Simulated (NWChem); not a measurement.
# A calculation on NO (+1)

```xyz
2

N      0.0000     0.0000     0.5653
O      0.0000     0.0000    -0.4946
```
Charge +1, spin multiplicity 1.

Program: NWChem. All single points use one geometry, from PBE0/def2-SVP, a minimum by its harmonic frequencies.

The structure started from a generated list of species. The stability of the SCF solutions was not checked.

Worked example. At PBE/def2-TZVP the parent has a total energy of -129.46794 Ha and the doublet with one electron less, at the same geometry, -128.39761 Ha. The vertical ionisation energy is their difference.

ΔE = -128.39761 − (-129.46794) = 1.07033 Ha. Times 27.2114 eV/Ha this is 29.13 eV, or 2810 kJ/mol; λ = 1239.84/29.13 = 42.6 nm. No relaxation of the ion's geometry and no zero-point term enter.
